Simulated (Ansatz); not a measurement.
Start from `N=C(F)S` and change one atom or group to get `N=C(N)S`.

Ansatz, PBE0-D4/def2-TZVP geometries, multiplicity 1. Each molecule was computed in one conformer, which needn't be the lowest.

| property | `N=C(F)S` |
| --- | --- |
| HOMO–LUMO gap (PBE/def2-TZVPP) / eV | 5.32 |
| HOMO energy (B3LYP/def2-TZVPP) / eV | -7.74 |
| LUMO energy (ωB97M-V/def2-TZVPP) / eV | 1.46 |
| HOMO–LUMO gap (B3LYP/def2-TZVPP) / eV | 7.00 |
| LUMO energy (PBE0/def2-TZVPP) / eV | -0.45 |
| HOMO energy (PBE/def2-TZVPP) / eV | -6.73 |

Give the same properties after the change, and the shifts. (An estimate is asked.)

Ansatz gave: 
| property | `N=C(N)S` | shift |
| --- | --- | --- |
| HOMO–LUMO gap (PBE/def2-TZVPP) / eV | 4.94 | -0.38 |
| HOMO energy (B3LYP/def2-TZVPP) / eV | -6.98 | 0.76 |
| LUMO energy (ωB97M-V/def2-TZVPP) / eV | 1.87 | 0.41 |
| HOMO–LUMO gap (B3LYP/def2-TZVPP) / eV | 6.67 | -0.33 |
| LUMO energy (PBE0/def2-TZVPP) / eV | -0.03 | 0.42 |
| HOMO energy (PBE/def2-TZVPP) / eV | -5.94 | 0.79 |

With PBE0 the HOMO rises by 0.77 eV and the LUMO rises by 0.42 eV, so the gap narrows by about 0.35 eV. PBE moves the HOMO by 0.79 eV and ωB97M-V by 0.72 eV. The zero-point energy changes by 65.8 kJ/mol with +6 modes.

B3LYP here is the variant with VWN-RPA as its local correlation; programs differ in this.
